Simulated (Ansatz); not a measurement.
# BH (triplet): the correlation ladder, cc-pVQZ

Aim: climb from Hartree-Fock through coupled cluster and multireference methods for BH (triplet) at one geometry and basis, and see what each rung misses.

Computed with Ansatz 0.2.0, Gaussian basis. Level: cc-pVQZ, correlated electrons: outside noble gas.

To be run: UHF; CCSD(T) on ROHF; CCSD(T) on UHF; BCCD(T) on ROHF; CCSDT(Q) on ROHF; CCSDT(Q) on UHF; CASSCF and MRCISD+Q, 4 electrons in 5 orbitals; CASSCF and NEVPT2, 4 electrons in 5 orbitals; Full CI.

**1. What is computed**

The geometry is a PBE0/def2-TZVP stationary point (not a proven minimum) of the parent state, kept for this charge and spin.

2 atoms, charge 0, spin multiplicity 3.

Atoms are counted from 1 here; the program's logs count them from 0.

Bond lengths: B1–H2 1.241 Å.

In the tables R marks a restricted open-shell determinant and U an unrestricted one; 'valence' is the active space of 4 electrons in 5 orbitals; correlation energies count from the lowest restricted Hartree-Fock solution.

**2. UHF**

in.yaml

```yaml
crystal:
  periodic: [false, false, false]
  atoms:
    - {symbol: B, position_ang: [0.000000, 0.000000, 0.000000]}
    - {symbol: H, position_ang: [0.000000, 0.000000, 1.241044]}
basis:
  gaussian: {orbitals: cc-pVQZ}
magnetization: {spin_polarized: true, initial_magnetization: 2}
hamiltonian: {xc: hf}
output: {orbitals: {seedname: orbitals}}
```

On the command line:

```bash
> ansatz run in.yaml --threads 1 --pin off --events-out ev --progress --plain --max-ram 2393MiB
```

After this run come: CCSD(T) on ROHF; CCSD(T) on UHF; BCCD(T) on ROHF; CCSDT(Q) on ROHF; CCSDT(Q) on UHF; CASSCF and MRCISD+Q, 4 electrons in 5 orbitals; CASSCF and NEVPT2, 4 electrons in 5 orbitals; Full CI.

Before running them: what should the planned runs give, taken together? Wanted: correlation energy, FCI; RMP2 from FCI; UMP2 from FCI; RCCSD from FCI; RCCSD(T) from FCI; UCCSD(T) from FCI; RCCSDT(Q) from FCI; UCCSDT(Q) from FCI; NEVPT2 valence from FCI.

**Answer**, as computed:

| quantity | value |
| --- | --- |
| correlation energy, FCI | -1.9286 eV |
| RMP2 from FCI | +427.5 meV |
| UMP2 from FCI | +423.9 meV |
| RCCSD from FCI | +57.1 meV |
| RCCSD(T) from FCI | +12.4 meV |
| UCCSD(T) from FCI | +11.6 meV |
| RCCSDT(Q) from FCI | 0.0 meV |
| UCCSDT(Q) from FCI | -0.8 meV |
| NEVPT2 valence from FCI | +372.8 meV |
| MRCISD+Q valence from FCI | +37.8 meV |
| levels of the table within 1 kcal/mol (43 meV) | RCCSD(T), UCCSD(T), BCCD(T), RCCSDT, UCCSDT, RCCSDT(Q), UCCSDT(Q), MRCISD+Q valence |
| T1 diagnostic | 0.025 |
| effectively unpaired electrons | 2.02 |

In words: RCCSD(T) misses by +12.4 meV, 0.6 % of the correlation energy. One determinant dominates. Of the multireference levels listed MRCISD+Q valence comes nearest in total energy (+37.8 meV), which doesn't show that its space is the better one. These misses are within one basis, not against nature; the frozen cores of restricted and unrestricted runs differ, which can shift their rows.
